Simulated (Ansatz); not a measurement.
Zinc-blende BeTe was calculated with HSE06-D3(BJ) in Ansatz (PAW).

Input:

Ansatz 0.2 input:
```yaml
crystal:
  lattice:
    - [0.0, 2.7689880203, 2.7689880203]
    - [2.7689880203, 0.0, 2.7689880203]
    - [2.7689880203, 2.7689880203, 0.0]
  atoms:
    - { symbol: Be, position: [0.0, 0.0, 0.0] }
    - { symbol: Te, position: [0.25, 0.25, 0.25] }
basis:
  ecutwfc: 460
  ecutrho_ratio: 4
  xc_grid: 2
kpoints:
  mp_grid: { grid: [8, 8, 8] }
hamiltonian:
  xc: hse06
  dispersion: d3bj
  pseudopotentials: { kind: paw }
scf:
  occupations: { method: fermi_dirac, width: 0.01 }
  convergence: { dr2_threshold: 0.0000000002 }
output:
  forces: true
  stress: true
  eigenvalues: true
```

Output (set-up and result lines):

```
WARN output.stress: scf.exx.energy_threshold = 1e-6 eV is looser than the 2e-8 eV advised for a stress under a hybrid functional (1e-8 eV for each atom of the …
Crystal: 2 atoms, lattice volume = 42.461 Å³
Basis set: ecut = 460 eV, 941 PW (Γ), exchange–correlation on 60×60×60 points (8 copies of the dense FFT grid, shifted against one another)
Bands: 13, of which v1, the nominal top of the filled ones, is band 9 counted from 1 (8 counted from 0)
Symmetry: 24 space group operations
Space group: F-43m (ITA 216), of the structure as read, at distance tolerance 3.5e-5 Å
k-points: 29 of 512 (time reversal used)
SCF iter   1: F=—  HF=-7074.278386 eV  |F-HF|=—  |Δ(HF+E_count)|=         —  Δρ=4.09e-4  dr2=3.05e-5
SCF iter   2: F=-7074.278540 eV  HF=-7074.278504 eV  |F-HF|=3.65e-5  |Δ(HF+E_count)|=   1.18e-4  Δρ=2.09e-4  dr2=5.80e-6
Crystal: 2 atoms, lattice volume = 42.461 Å³
Initial density: handed on by an earlier stage of this run
  ...
Crystal: 2 atoms, lattice volume = 42.461 Å³
SCF iter   6: F=—  HF=-7079.037359 eV  |F-HF|=—  |Δ(HF+E_count)|=   8.42e-9  Δρ=9.41e-7  dr2=5.91e-10
SCF iter   7: F=-7079.037359 eV  HF=-7079.037359 eV  |F-HF|=7.28e-12  |Δ(HF+E_count)|=  2.25e-10  Δρ=1.51e-7  dr2=3.35e-11
SCF 3 converged in 7 iterations: F = -7079.037359 eV  dr2 = 3.35e-11
Free energy (F): -7079.037359 eV
Internal energy: -7079.037359 eV  (E = F + TS)
E sigma→0 (E₀):  -7079.037359 eV
Fermi energy:    8.924222 eV
--- Stress (GPa, compression-positive) ---
       -0.003390      -0.000000       0.000000
        0.000000      -0.003390       0.000000
       -0.000000       0.000000      -0.003390
  P = ⅓ Tr σ = -0.0034 GPa (-0.034 kbar)
```

The PAW data were made under PBE.

Ansatz is a first-principles code.
